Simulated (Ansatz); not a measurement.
# C2H4F2: rigid scan of one bond length, by script

How does the energy of C2H4F2 change as one bond is stretched? Wanted for C2H4F2: a rigid scan of one bond length.

All numbers are computed with Ansatz 0.2.0, driven from Python. Level of theory: Hartree-Fock/6-31G*.

### 1 The structure

Bond lengths: F1–C2 1.322 Å, C2–C3 1.506 Å, C3–F4 1.288 Å, C2–H5 1.104 Å, C2–H6 1.103 Å, C3–H7 1.143 Å, C3–H8 1.083 Å. Angles: F1–C2–C3 107.2°, F1–C2–H5 110.6°, F1–C2–H6 106.8°, C3–C2–H5 110.0°, C3–C2–H6 113.0°, H5–C2–H6 109.2°, C2–C3–F4 112.2°, C2–C3–H7 109.6°, C2–C3–H8 111.1°, F4–C3–H7 105.9°, F4–C3–H8 112.4°, H7–C3–H8 105.1°.

The script holds or builds the structure itself.

### 2 Script

File c2h4f2.py:

```python
# -*- coding: utf-8 -*-
'''Potential curve of C2H4F2 along one bond.'''

import warnings

import ansatz
import numpy as np

GEOMETRY = '''
F    -1.23880    0.72380    0.87400
C    -0.11090    0.71910    0.18390
C     0.17730   -0.71120   -0.18740
F    -0.55600   -1.11810   -1.16440
H    -0.21020    1.33360   -0.72780
H     0.66260    1.15940    0.83480
H     1.25870   -0.80460   -0.54620
H     0.10930   -1.35910    0.67720
'''

warnings.simplefilter('ignore', ansatz.DeckWarning)

c2h4f2 = ansatz.Crystal.molecule()
for line in GEOMETRY.strip().splitlines():
    symbol, *xyz = line.split()
    c2h4f2 = c2h4f2.atom(symbol, [float(v) for v in xyz])

symbols = [site.symbol for site in c2h4f2.cartesian_sites]
start = np.array([site.position_ang for site in c2h4f2.cartesian_sites])
axis = (start[0] - start[1]) / np.linalg.norm(start[0] - start[1])
moving = [0]
lengths, energies = [1.12, 1.22, 1.32, 1.45, 1.65, 1.98, 2.38, 2.91], []
for length in lengths:
    xyz = start.copy()
    xyz[moving] += (length - np.linalg.norm(start[0] - start[1])) * axis
    point = ansatz.Crystal.molecule()
    for symbol, place in zip(symbols, xyz):
        point = point.atom(symbol, place.tolist())
    model = (
        point.calculation()
        .basis(gaussian='6-31G*')  # atom-centred Gaussian functions
        .functional('HF')
    )
    rep = model.run(threads=1, pin='off').report
    energies.append(rep['free_energy_ev'])
    print(f'r = {length:6.3f} A  E = {energies[-1]:.5f} eV  <S^2> = {abs(rep["mean_field"]["state"]["spin_squared"]):.3f}')

print('energy above the lowest point (eV):', [round(e - min(energies), 3) for e in energies])
```

### 3 What the engine is handed

The engine receives this input (first run):

```yaml
crystal:
  periodic: [false, false, false]
  atoms:
    - { symbol: F, position_ang: [-1.0662575091576842, 0.7230810092145058, 0.7684307359426528] }
    - { symbol: C, position_ang: [-0.1109, 0.7191, 0.1839] }
    - { symbol: C, position_ang: [0.1773, -0.7112, -0.1874] }
    - { symbol: F, position_ang: [-0.556, -1.1181, -1.1644] }
    - { symbol: H, position_ang: [-0.2102, 1.3336, -0.7278] }
    - { symbol: H, position_ang: [0.6626, 1.1594, 0.8348] }
    - { symbol: H, position_ang: [1.2587, -0.8046, -0.5462] }
    - { symbol: H, position_ang: [0.1093, -1.3591, 0.6772] }
basis:
  gaussian:
    orbitals: "6-31G*"
hamiltonian:
  xc: hf
```

### 4 The run

Run with:

```sh
> python c2h4f2.py
```

Without the output at hand: what should come out? Wanted: range of energy; lowest point, distance.

The runs gave:

| quantity | value |
| --- | --- |
| runs compared | 8 |
| range of energy | 6.840 eV |
| lowest point, distance (Å) | 1.32 |

In words: The curve has its lowest point inside the range, at 1.32. The ends stand 2.19 and 6.84 eV above it. The distance scanned is the script's pair 1, 0. Reading the output:
- The rest of the molecule is held rigid at a force-field or estimated start geometry, and the basis set is modest; single-reference methods fail as a bond breaks.
- The orbitals are restricted, so S² is zero by construction.
- Toward dissociation an unrestricted state lies under the restricted one, by 1 to 2 eV or more.
